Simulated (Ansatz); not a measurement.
**C3H6O (allyl alcohol): from total energies to a heat of formation**

C3H6O: 10 atoms, total charge 0, spin state singlet. As SMILES, `C=CCO`. Geometry: relaxed at PBE0-D4/def2-TZVP. This is one conformer, not always the lowest.

Total energies at B3LYP/6-31G* (spherical functions) (Ansatz 0.2.0); the atoms run unrestricted:

| species | state | energy (Eh) |
| --- | --- | --- |
| C3H6O | singlet | -193.106656 |
| C | triplet | -37.844694 |
| O | triplet | -75.059404 |
| H | doublet | -0.500273 |

Harmonic wavenumbers at PBE0-D4/def2-TZVP, in cm⁻¹: 120, 335, 346, 449, 673, 928, 948, 970, 1037, 1087, 1154, 1229, 1310, 1352, 1408, 1453, 1494, 1724, 3012, 3083, 3147, 3161, 3238, 3853.

Measured heats of formation of the gaseous atoms at 298.15 K, in kJ/mol: C 716.9, O 249.2, H 218.0. Spin-orbit lowering of the atoms at 298 K (mean of the ground term's levels less their thermal mean, from spectra), in kJ/mol: C 0.02, O 0.40. Take 1 Eh = 2625.50 kJ/mol, 1 cm⁻¹ = 0.0119627 kJ/mol, RT = 2.479 kJ/mol.

Problem. What heat of formation follows?

Solution. 
1. Electronic atomisation energy: 3 × (-37.844694) + (-75.059404) + 6 × (-0.500273) − (-193.106656) = 1.511532 Eh = 3968.5 kJ/mol.
2. Zero-point energy: half the sum of the wavenumbers, 18755.5 cm⁻¹ = 224.4 kJ/mol.
3. Thermal vibrational enthalpy, Σ hcν̃/(exp(hcν̃/kT) − 1): 5.5 kJ/mol. Translation, rotation and pV of a non-linear molecule: 4 RT = 9.9 kJ/mol.
4. The 10 free atoms carry 5/2 RT each: 62.0 kJ/mol.
5. Spin-orbit coupling lowers the free atoms by 3 × 0.02 + 0.40 = 0.5 kJ/mol.
6. Atomisation enthalpy at 298 K: 3968.5 − 0.5 − 224.4 − 5.5 − 9.9 + 62.0 = 3790.2 kJ/mol.
7. Sum of the atoms' heats of formation: 3707.9 kJ/mol. Heat of formation: 3707.9 − 3790.2 = -82.3 kJ/mol.

The tabulated value is -124.5 kJ/mol (CRC Handbook of Chemistry and Physics), so this level is off by +42.2 kJ/mol, or 1.1 % of the atomisation enthalpy that the table implies (3832.3 kJ/mol). Anharmonicity and any spin-orbit splitting of the molecule are left out.
